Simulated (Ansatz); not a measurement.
A nudged elastic band was laid between two geometries of C2H6FPS (11 atoms, charge 0, multiplicity 1).

All numbers below come from Ansatz, RKS PBE0/def2-SVP.

```yaml
movable_images: 6
climbing_image: no
spring: 5.0 eV/Å²
optimiser: quadratic models (default)
start_path: through a guess of the saddle point
force_threshold: 0.03 eV/Å
iteration_limit: 60
end_points: relaxed
```

First end point:

```xyz
11
Properties=species:S:1:pos:R:3
C 0.828 -0.908 0.462
C -0.225 0.041 0.970
F -1.466 -0.486 0.736
S -0.113 1.744 0.301
P -0.649 1.578 -1.744
H 0.686 -1.897 0.926
H 1.832 -0.538 0.711
H 0.754 -1.029 -0.629
H -0.121 0.205 2.057
H 0.272 0.572 -2.180
H -1.732 0.661 -1.589
```

Last end point:

```xyz
11
Properties=species:S:1:pos:R:3
C 0.845 -1.231 0.676
C -0.382 -0.491 1.070
F -1.485 -1.269 1.043
S -0.722 1.104 0.571
P -0.564 2.089 -1.719
H 0.958 -2.108 1.332
H 1.743 -0.606 0.781
H 0.799 -1.603 -0.367
H 0.485 1.616 0.880
H 0.196 0.972 -2.194
H -1.808 1.471 -2.053
```

Which bonds break or form, and what moves?

Bonds broken: C2–H9. Bonds formed: S4–H9.

What energy profile does the band end with?

The forces met the threshold. The highest image is number 5 of 0 to 7, 3.44 eV above the first end and 0.57 eV above the last; the last end lies 2.87 eV above the first. Neighbouring images differ by up to 2.3 eV, so the band resolves the path poorly. No image climbed, so the highest image needn't sit at the top of the path. The orbitals stay closed-shell, which can raise the energy where a bond breaks towards radicals; this wasn't checked here.

```
image  path coordinate (Å)  energy (eV)  C2–H9 (Å)  S4–H9 (Å)
    0                 0.00         0.00       1.10       2.34
    1                 0.54         0.03       1.11       2.31
    2                 1.08         0.17       1.10       2.22
    3                 1.62         1.00       1.15       1.91
    4                 2.17         3.32       1.48       1.56
    5                 2.71         3.44       1.94       1.36
    6                 3.25         2.91       2.24       1.35
    7                 3.79         2.87       2.29       1.35
```

What is the geometry of the highest image?


```xyz
11
Properties=species:S:1:pos:R:3
C 0.804 -1.115 0.559
C -0.414 -0.399 1.030
F -1.522 -1.148 0.919
S -0.641 1.242 0.647
P -0.592 1.986 -1.798
H 0.970 -2.012 1.171
H 1.710 -0.491 0.602
H 0.675 -1.444 -0.493
H 0.455 1.284 1.448
H 0.335 0.943 -2.124
H -1.713 1.097 -1.941
```

The run took 86 s on 2 threads of AMD EPYC 9R45 96-Core Processor (Zen 5), with other jobs on the host, peak memory 0.27 GiB.
